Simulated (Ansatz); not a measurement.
# Beryllium, hcp: convergence with Methfessel-Paxton smearing

Computed with Ansatz, PBE, scalar-relativistic PAW, on the relaxed cell (a = 2.266 Å, c = 3.559 Å (c/a = 1.571); spin not included). Errors count from a run at 420 eV on a Γ-centred 26×26×15 mesh with Fermi-Dirac smearing of 0.1 eV, extrapolated to zero width. Fixed here: cutoff 420 eV, mesh 16×16×9. The SCF starts from atomic densities corrected by a trained network.

```csv
width (eV),E(σ→0) error (meV/atom),F error (meV/atom),P (GPa),SCF iterations
0.01,-1.1,-1.1,0.01,4
0.03,-1.1,-1.1,0.01,4
0.1,-1.1,-1.1,0.00,4
0.3,-1.3,-1.2,-0.01,4
0.6,-1.0,-0.1,-0.04,4
1.0,-0.3,5.1,-0.39,4
```

Problem. What does the run at 0.2 give (width)?

Solution. E(σ→0) error (meV/atom): -1.2; F error (meV/atom): -1.2; P (GPa): -0.01; SCF iterations: 4.
